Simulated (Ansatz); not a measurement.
Static dielectric constant of solids drawn from the class of oxides, at two levels: PBE in Ansatz (plane waves, PAW), and r²SCAN (Ansatz, a quantum-chemistry and plane-wave program, PAW).

```
solid                               PBE  r²SCAN
---------------------------------  ----  ------
rock-salt MgO                      11.2    9.77
anatase TiO2 (metastable phase)    63.7    47.3
A-type hexagonal La2O3             30.7    26.1
rock-salt CaO                      16.8    14.1
cubic perovskite BaHfO3            50.5    38.0
rock-salt SrO                      20.9    17.0
stishovite (SiO2)                  11.8    10.6
corundum Ga2O3 (metastable phase)  16.4    14.2
SiO2 (P4₁2₁2, No. 92)              4.05       ?
```

Problem. Estimate the withheld r²SCAN value from the other rows.

Solution. One way: carry over the typical ratio. The ratios r²SCAN / PBE of the other rows, in order: 0.743, 0.752, 0.813, 0.839, 0.850, 0.866, 0.872, 0.898; median 0.8445. SiO2 (P4₁2₁2, No. 92): 4.05 × 0.8445 = 3.42; the run gives 3.92. The ratios spread from 0.743 to 0.898, so such an estimate is rough. SiO2 (P4₁2₁2, No. 92) lies outside that spread.

Of 9 rows, r²SCAN is the larger in 0 and the smaller in 9.

Database compounds that came out metallic weren't drawn.

Ansatz's runs of these crystals have no spin polarisation.

Spin–orbit coupling is left out, also for the solids with elements from indium on (A-type hexagonal La2O3, cubic perovskite BaHfO3); its size isn't shown.

Each level is taken at its own relaxed cell. Ansatz's density-functional and Hartree–Fock values are scalar-relativistic unless marked +SOC, with PAW data made under PBE.
